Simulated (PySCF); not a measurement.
C$_{2}$H$_{6}$S, quintet, geometry from GFN2-xTB of the parent state (a higher spin typed on purpose: for a closed-shell molecule this is an excited state); MP2/6-31G** (PySCF).

Input for PySCF:
```python
from pyscf import gto, scf, mp

mol = gto.M(
    atom='''
C    -0.007850    1.377404   -0.513607
S     0.002549   -0.002333    0.664816
C     0.003874   -1.373765   -0.523307
H    -0.009534    2.291986    0.069400
H     0.883687    1.332437   -1.133295
H    -0.903678    1.324796   -1.126468
H     0.010004   -2.292417    0.053236
H    -0.892387   -1.324474   -1.135809
H     0.894977   -1.316832   -1.142635
''',
    basis='6-31g**',
    charge=0,
    spin=4,
    verbose=5,
)

mf = scf.UHF(mol)
mf.kernel()

pt = mp.MP2(mf)
pt.kernel()
print('E(MP2) = %.10f' % pt.e_tot)
```

Question: Write the output that PySCF gives for this input, abridged.

Answer: 
```
PySCF version 2.14.0

[INPUT] verbose = 5
[INPUT] max_memory = 4000
[INPUT] num. atoms = 9
[INPUT] num. electrons = 34
[INPUT] charge = 0
[INPUT] spin (= nelec alpha-beta = 2S) = 4
[INPUT] symmetry False subgroup None
[INPUT] Mole.unit = angstrom
[INPUT] Symbol           X                Y                Z      unit          X                Y                Z       unit  Magmom
[...]
[INPUT] ---------------- BASIS SET ----------------
[INPUT] l, kappa, [nprim/nctr], expnt,             c_1 c_2 ...
[INPUT] S
[...]
                                3301.49           0.01423
                                754.146           0.069696
                                212.711           0.238487
                                67.9896           0.483307
                                23.0515           0.338074
[...]
                                100.71            -0.031693
                                32.1599           -0.113317
                                11.8079           0.05609
                                4.6311            0.592255
                                1.87025           0.455006
[...]
                                0.922167          0.066957
                                0.341287          1.05451
[...]
                                100.71            0.030681
                                32.1599           0.130452
                                11.8079           0.327205
                                4.6311            0.452851
                                1.87025           0.256042
[...]
                                0.922167          0.310263
                                0.341287          0.754483
[...]
[INPUT] H
[...]
                                2.8253937         0.23472695
                                0.6401217         0.81375733
[...]
[INPUT] C
[...]
                                457.36951         0.0140373
                                103.94869         0.0688426
                                29.210155         0.2321844
                                9.286663          0.4679413
                                3.163927          0.362312
[...]
                                1.8812885         -0.1608542
                                0.5442493         1.1434564
[...]
                                1.8812885         0.316424
                                0.5442493         0.7443083
[...]
nuclear repulsion = 110.920624746091
number of shells = 38
number of NR pGTOs = 147
number of NR cGTOs = 76
[...]
   0.99511276   1.00026286   1.04068667   1.05319243   1.10925691
   1.1165725    1.15839783   1.15849716   1.15896078   1.19664204
   1.25468807   1.44905746   1.56550295   1.71578325   1.7369388
   1.74705777   1.77834347   2.32158873   2.33085639   2.33853583
   2.36799999   2.37655484   2.38813027   2.40898851   2.44390502
   2.66036511   2.68060865   2.68101477   2.68581474   2.93396546
   2.94965516   3.15180539   3.15476989   3.17332151   3.18916741
   3.54601447   3.57980047   3.78302808   3.80537072   3.80562521
   3.82584137]
  beta  mo_energy =
[-9.20128242e+01 -1.11834030e+01 -1.11833789e+01 -9.01637883e+00
 -6.69865242e+00 -6.68901425e+00 -6.68383852e+00 -9.95370504e-01
 -9.06679546e-01 -7.26222001e-01 -5.69182518e-01 -5.67847709e-01
 -5.37996364e-01 -5.36412822e-01 -4.52178162e-01 -3.95062137e-02
  3.50115754e-02  2.39789496e-01  2.40215490e-01  2.82298068e-01
  3.04352860e-01  3.17368802e-01  3.43603762e-01  3.48026145e-01
  3.57881125e-01  5.62351359e-01  5.68556802e-01  5.91578284e-01
  5.97920282e-01  6.71153041e-01  7.35538557e-01  7.89343550e-01
  8.51072348e-01  8.74061743e-01  9.86501390e-01  1.08221271e+00
  1.09646995e+00  1.13581855e+00  1.13694763e+00  1.15532632e+00
  1.16748480e+00  1.18291642e+00  1.19351582e+00  1.21354484e+00
  1.26012852e+00  1.34124203e+00  1.48281492e+00  1.58866960e+00
  1.75547115e+00  1.77489409e+00  1.78921358e+00  1.82069048e+00
  2.33543037e+00  2.34035990e+00  2.37397290e+00  2.38165266e+00
  2.39012307e+00  2.40084660e+00  2.42904947e+00  2.48543896e+00
  2.68074837e+00  2.70163556e+00  2.70215604e+00  2.70321893e+00
  2.94623179e+00  2.96327607e+00  3.16233249e+00  3.16889515e+00
  3.18426143e+00  3.19981519e+00  3.55465535e+00  3.58901219e+00
  3.79529846e+00  3.81556289e+00  3.81797289e+00  3.83677911e+00]
multiplicity <S^2> = 6.0207606  2S+1 = 5.0082973
E1 = -874.5857826595794  E2 = 287.3844661711689  Ecoul = 325.04787711518077  Exc = -37.663410944011844
Extra cycle  E= -476.28069174232  delta_E= -3.58e-11  |g|= 2.59e-06  |ddm|= 5.5e-05
converged SCF energy = -476.28069174232  <S^2> = 6.0207606  2S+1 = 5.0082973

******** <class 'pyscf.mp.ump2.UMP2'> ********
nocc = (np.int64(19), np.int64(15)), nmo = (76, 76)
transform (ia|jb) incore
E(UMP2) = -476.680160792783  E_corr = -0.399469050463754
E(SCS-UMP2) = -476.677964840333  E_corr = -0.397273098013643
E_corr(same-spin) = -0.0947189567802257
E_corr(oppo-spin) = -0.304750093683528
E(MP2) = -476.6801607928
```
